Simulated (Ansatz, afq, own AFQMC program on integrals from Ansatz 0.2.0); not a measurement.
# Where AFQMC and coupled cluster stand for GeNH₃, triplet

```yaml
atoms:
  - { symbol: Ge, position_ang: [0.0000, 0.0444, 0.3304] }
  - { symbol: N, position_ang: [0.0000, -0.1595, -1.5058] }
  - { symbol: H, position_ang: [0.0000, -1.3184, 1.0907] }
  - { symbol: H, position_ang: [0.8260, 0.1677, -1.9887] }
  - { symbol: H, position_ang: [-0.8260, 0.1677, -1.9887] }
```

Connectivity, by distances: GeH–NH2.

Basis cc-pVDZ. Noble-gas cores (and the filled d shells of Ga–Kr and In–Xe) are frozen. AFQMC by an in-house program on the Cholesky factors that Ansatz 0.2.0 writes for its CCSD(T) run. The CISD trial takes its coefficients from CCSD amplitudes. Released means that phaseless walkers are propagated on without the constraint, phases kept. Uncertainties: one standard error, sampling alone. No spin–orbit coupling.

Determinant: ROHF, the one that the program's search chose, which needn't be the lowest solution. The geometry is a PBE0/def2-TZVP stationary point of this or a neighbouring charge and spin state.

No full CI on the walks' own integrals is used here; CCSDT(Q) serves as the reference and is uncertain by about the last step of the cluster series.

Cautions: no relativity below Rb; no spin-orbit coupling; inner d shell frozen; another spin lies lower (by 487 meV); the released energies move by 1.5 errors or more from one time to the next, so no released level is given (meV from the phaseless value at times in 1/Eh: -4 ± 3 at 0.24, -6 ± 3 at 0.51, -14 ± 4 at 0.99, -14 ± 5 at 1.62, -22 ± 4 at 2.40); the ph-AFQMC/CISD walk drifts between its halves (2.4 errors).

The T1 diagnostic is 0.0293 and the weight of the determinant in the CISD state is 0.877. The size of the correlated space is 12 electrons in 41 orbitals.

Reference: CCSDT(Q), correlation energy -7.565 eV.

```csv
level,E − E(reference) (mEh),share of correlation (%)
HF,278.03,0.00
MP2,34.65,87.54
CCSD,8.87,96.81
CCSD(T),1.43,99.49
CCSDT,0.62,99.78
ph-AFQMC/HF,-2.46 ± 1.30,100.89
ph-AFQMC/CISD,0.35 ± 0.16,99.88
```

A walk keeps the symmetry of its determinant, which the program's search chose and which needn't be the lowest solution, so a lower state of the same spin and another symmetry isn't excluded.
